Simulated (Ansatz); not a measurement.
**Worked example: BH(OH)2 → BH(OH) + OH**

Species: BH(OH)2, singlet; BH(OH), doublet; OH, doublet. 

Shapes, held fixed at every level: PBE0-D4/def2-TZVP. Flexible molecules stand in one conformer, not always the lowest. Programs: Ansatz 0.2.0. The zero-point and thermal change to 298 K, harmonic and unscaled (PBE0-D4/def2-TZVP), is -19.7 kJ/mol.

At CCSD(T)/CBS estimate; 1 Eh = 2625.50 kJ/mol:

```
species  energy (Eh)
BH(OH)2  -177.050784
 BH(OH)  -101.128256
     OH   -75.677713
```

Q: Work out ΔH(298 K) of the reaction at this level.

A: 
1. Products less reactants: (-101.128256) + (-75.677713) − [(-177.050784)] = 0.244815 Eh = +642.8 kJ/mol.
2. With the thermal change: +642.8 + (-19.7) = +623.1 kJ/mol.

Other levels give +480.1 (HF/def2-SVP) to +631.7 kJ/mol (MP2/def2-SVP). No measured value is set beside it here. Open shells run unrestricted unless RO is named. The CBS estimate extrapolates MP2 from def2-TZVPP and def2-QZVPP and adds CCSD(T) − MP2 in the triple-zeta set, cores frozen.
